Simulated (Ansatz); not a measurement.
# AlH3+ (doublet): from Hartree-Fock to the top rungs, def2-QZVPP

The task here is to estimate one member of a computed series from the others.

The runs use Ansatz 0.2.0, Gaussian basis; def2-QZVPP, core rule «outside noble gas», up to 5 orbitals frozen.

To be run: UHF; ROHF; CCSD(T) on UHF.

2 further runs of the same task are left out: 2 set aside as unsound or not needed.

## The system

The geometry is a PBE0/def2-TZVP stationary point (not a proven minimum) of the parent state, kept for this charge and spin.

4 atoms, charge 1, spin multiplicity 2.

Atoms are counted from 1 here; the program's logs count them from 0.

Bond lengths: Al1–H2 1.586 Å, Al1–H3 1.586 Å, Al1–H4 1.586 Å. Angles: H2–Al1–H3 120.0°, H2–Al1–H4 120.0°, H3–Al1–H4 120.0°.

Set-up of the first run:

Contents of in.yaml:

```yaml
crystal:
  periodic: [false, false, false]
  atoms:
    - {symbol: Al, position_ang: [0.000000, 0.000000, 0.000000]}
    - {symbol: H, position_ang: [1.585776, 0.015051, -0.000083]}
    - {symbol: H, position_ang: [-0.805923, 1.365794, -0.002790]}
    - {symbol: H, position_ang: [-0.779853, -1.380845, 0.002873]}
basis:
  gaussian: {orbitals: "def2-QZVPP.json"}
total_charge: 1
magnetization: {spin_polarized: true, initial_magnetization: 1}
hamiltonian: {xc: hf}
output: {orbitals: {seedname: orbitals}}
```

Launch:

```bash
$ ansatz run in.yaml --threads 1 --pin off --events-out ev --progress --plain --max-ram 2393MiB
```

Steps of the session up to this table: UHF; ROHF; CCSD(T) on UHF.

One table of the session follows, with a row left open; its other results are not shown here.

```
  method  from UCCSD(T) (meV)
    ROHF                    ?
     UHF              +2603.4
    UMP2               +686.5
   UCCSD                +47.3
UCCSD(T)                    0
```

**Question.** Estimate the row for ROHF.

As computed: from UCCSD(T) (meV): +2704.5. In the column «from UCCSD(T) (meV)» it is the highest.
